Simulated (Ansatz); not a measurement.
A nudged elastic band was laid between two geometries of AlFH4 (6 atoms, charge 0, multiplicity 1).

Computed with RKS B3LYP/def2-TZVP (Ansatz).

```json
{
 "movable images": "7",
 "climbing image": "yes",
 "spring": "5.0 eV/Å²",
 "optimiser": "quadratic models (default)",
 "start path": "through a guess of the saddle point",
 "force threshold": "0.05 eV/Å",
 "iteration limit": "60",
 "end points": "relaxed"
}
```

Image 0:

```xyz
6
Properties=species:S:1:pos:R:3
Al 0.006 0.074 0.057
H 0.008 0.467 1.612
H 1.375 0.132 -0.730
H -1.376 0.065 -0.709
F 0.058 -1.931 0.800
H 0.057 -1.705 1.711
```

Image 8:

```xyz
6
Properties=species:S:1:pos:R:3
Al 0.017 -0.550 -0.343
H 0.015 0.148 2.068
H 1.395 0.172 -0.557
H -1.395 0.108 -0.536
F 0.057 -2.179 -0.026
H 0.038 -0.597 2.137
```

Question: What changes between the two ends?

Answer: Bonds broken: Al1–H2, F5–H6. Bonds formed: H2–H6. AlFH4 becomes AlFH2 + H2.

Question: Give the energies along the band, and the barrier.

Answer: It converged. The highest image is number 2 of 0 to 8, 3.2 kJ/mol above the first end and 147.9 kJ/mol above the last; the last end lies 144.7 kJ/mol below the first. A vibrational analysis at the climbing image gives one clearly imaginary mode, 418i cm⁻¹: a first-order saddle point. The orbitals stay closed-shell, which can raise the energy where a bond breaks towards radicals; this wasn't checked here.

```json
{"image": "0", "path coordinate (Å)": "0.00", "energy (kJ/mol)": "0.0", "Al1–H2 (Å)": "1.60", "F5–H6 (Å)": "0.94", "H2–H6 (Å)": "2.18"}
{"image": "1", "path coordinate (Å)": "0.34", "energy (kJ/mol)": "0.8", "Al1–H2 (Å)": "1.62", "F5–H6 (Å)": "0.95", "H2–H6 (Å)": "1.72"}
{"image": "2", "path coordinate (Å)": "0.68", "energy (kJ/mol)": "3.2", "Al1–H2 (Å)": "1.68", "F5–H6 (Å)": "1.03", "H2–H6 (Å)": "1.30"}
{"image": "3", "path coordinate (Å)": "0.93", "energy (kJ/mol)": "-12.5", "Al1–H2 (Å)": "1.75", "F5–H6 (Å)": "1.23", "H2–H6 (Å)": "1.02"}
{"image": "4", "path coordinate (Å)": "1.19", "energy (kJ/mol)": "-71.0", "Al1–H2 (Å)": "1.87", "F5–H6 (Å)": "1.49", "H2–H6 (Å)": "0.83"}
{"image": "5", "path coordinate (Å)": "1.45", "energy (kJ/mol)": "-115.9", "Al1–H2 (Å)": "2.04", "F5–H6 (Å)": "1.77", "H2–H6 (Å)": "0.76"}
{"image": "6", "path coordinate (Å)": "1.71", "energy (kJ/mol)": "-136.3", "Al1–H2 (Å)": "2.21", "F5–H6 (Å)": "2.06", "H2–H6 (Å)": "0.75"}
{"image": "7", "path coordinate (Å)": "1.97", "energy (kJ/mol)": "-143.4", "Al1–H2 (Å)": "2.36", "F5–H6 (Å)": "2.37", "H2–H6 (Å)": "0.75"}
{"image": "8", "path coordinate (Å)": "2.22", "energy (kJ/mol)": "-144.7", "Al1–H2 (Å)": "2.51", "F5–H6 (Å)": "2.68", "H2–H6 (Å)": "0.75"}
```

Question: What is the geometry of the highest image?

Answer: 
```xyz
6
Properties=species:S:1:pos:R:3
Al 0.009 -0.096 0.012
H 0.016 0.084 1.679
H 1.393 0.159 -0.687
H -1.395 0.094 -0.668
F 0.057 -1.926 0.833
H 0.049 -1.213 1.574
```

Question: What are the harmonic wavenumbers there?

Answer: 418i, 410, 423, 626, 745, 840, 1052, 1163, 1639, 1964, 1975, 2447 cm⁻¹.

Run time: 67 s on 2 threads of Arm Neoverse V1 (shared host), peak memory 0.14 GiB.
